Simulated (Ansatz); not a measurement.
A made-up structure of CH₂BO, doublet:

B1  (-0.403, 0.404, -0.355)
C2  (0.583, -0.584, 0.513)
O3  (1.353, -1.356, 1.191)
H4  (-0.721, 0.011, -1.588)
H5  (-0.812, 1.526, 0.239)
(Å)

It is relaxed with PBE-D4/def2-SVP and then PBE0-D4/def2-TZVP (Ansatz 0.2.0). Atoms count as bonded within 1.22 times the sum of their covalent radii (H–H: 0.88 Å). The end point is not checked to be a true minimum.

Question: Does its bonding change? (Judge from chemistry; the calculation decides.)

Answer: By the calculation: No: no bond forms or breaks.

Where it ends: The first stage lowers the energy by 1.18 eV in 5 steps. It ends as CH₂BO ([BH2][C][O]):
B1  (-0.360, 0.361, -0.317)
C2  (0.521, -0.522, 0.458)
O3  (1.208, -1.211, 1.064)
H4  (-0.644, 0.010, -1.418)
H5  (-0.725, 1.362, 0.213)
(Å)

Labels in which every atom is bracketed show which atoms are joined, not bond orders.

For scale, one of the runs: PBE0-D4/def2-TZVP relaxation, 105 basis functions, launched by `ansatz run in.yaml --threads 2 --pin off --events-out ev --progress --plain --max-ram 4352MiB`. Hardware: 2 CPU threads of an Arm Neoverse V2, shared host. Wall time about 7 s.
